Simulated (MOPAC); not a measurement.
MOPAC input (PM6):

```
PM6 FORCE THERMO(298,298) PRECISE LET UHF MS=0.5 GEO-OK AUX(PRECISION=9) THREADS=1
C2H4NO

O     0.26997226 1    1.29845561 1    0.27378101 1
C    -0.01070472 1    0.13304550 1    0.03298190 1
N     1.02025729 1   -0.77884319 1   -0.21619476 1
C    -1.37508974 1   -0.39684392 1   -0.01672764 1
H     0.87036211 1   -1.74796190 1   -0.41832525 1
H    -1.60501744 1   -1.40969202 1   -0.26773143 1
H    -2.19036076 1    0.26711209 1    0.20657804 1
H     1.97826884 1   -0.46518722 1   -0.19149472 1
```

Question: Which zero-point energy does it print?

Answer: 34.01 kcal/mol, from the harmonic wavenumbers of PM6.
